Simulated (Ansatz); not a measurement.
Rock-salt YN: PBE at its full settings (plane-wave cutoff 520 eV, 12×12×12 k mesh, Fermi–Dirac smearing 0.01 eV, scalar-relativistic PAW data made under PBE) and at cheaper ones, in a cell of 2 atoms with Γ-centred meshes.

| level and setting | lattice parameter a (Å) | bulk modulus (GPa) |
|---|---|---|
| PBE (Ansatz) | 4.906 | 159 |
| PBE (300 eV cutoff) (Ansatz) | 4.908 | 163 |
| PBE (2×2×2 k mesh) (Ansatz) | 4.937 | 142 |
| PBE (4×4×4 k mesh) (Ansatz) | 4.913 | 159 |
| PBE (6×6×6 k mesh) (Ansatz) | 4.908 | 160 |
| PBE (Fermi-Dirac smearing of 0.3 eV) (Ansatz) | 4.905 | 159 |

Largest shifts from the full settings: lattice constant a +0.63 % (PBE (2×2×2 k mesh)), against a difference of +0.59 % of the full result from the reference 4.877 Å (measured, temperature not stated, no zero-point or thermal correction; as tabulated in Soto et al. (2007), arXiv:cond-mat/0703568); bulk modulus -10.7 % (PBE (2×2×2 k mesh)).

Ansatz's density-functional and Hartree–Fock values are scalar-relativistic unless marked +SOC, with PAW data made under PBE.

Run with cheap settings on purpose, which may leave them unconverged: PBE (2×2×2 k mesh), PBE (300 eV cutoff), PBE (4×4×4 k mesh), PBE (6×6×6 k mesh), PBE (Fermi-Dirac smearing of 0.3 eV).

Ansatz is an electronic-structure program.
